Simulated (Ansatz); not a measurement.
Two isomers of C4H6O: A = `C#COCC`, B = `C1=COCC1`.

Gas-phase electronic energies from Ansatz, PBE0-D4/def2-TZVP geometries. CCSD(T)/CBS is the MP2 limit (def2-TZVPP, def2-QZVPP) plus CCSD(T) − MP2 in def2-TZVPP, frozen cores. Functionals use def2-TZVPP. B3LYP here is the variant with VWN-RPA as its local correlation; programs differ in this. Each species was taken in one conformer, which may not be the lowest.

Which is lower in electronic energy at CCSD(T)/CBS, and by how much? (Best estimate.)

Computed: B, by 38.2 kcal/mol.

Give E(B) − E(A) in kcal/mol with CCSD(T)/def2-TZVPP, B3LYP-D4, B2PLYP, PBE0-D4, ωB97M-V, B3LYP, MP2/def2-TZVPP. (Estimate.)

The calculation gave: CCSD(T)/def2-TZVPP -38.2, B3LYP-D4 -36.2, B2PLYP -35.7, PBE0-D4 -41.8, ωB97M-V -38.6, B3LYP -35.3, MP2/def2-TZVPP -37.4. None reverses the order clearly.

Largest T1 diagnostic: 0.012.

From PBE to PBE0 (25 % exact exchange), in def2-TZVPP and without D4, E(B) − E(A) moves by −2.2 kcal/mol. The D4 term adds −1.0 kcal/mol with B3LYP and −0.4 kcal/mol with PBE0; it sums over pairs of atoms, weighted by their polarisabilities, and B3LYP, whose exchange is more repulsive, gets the larger term.
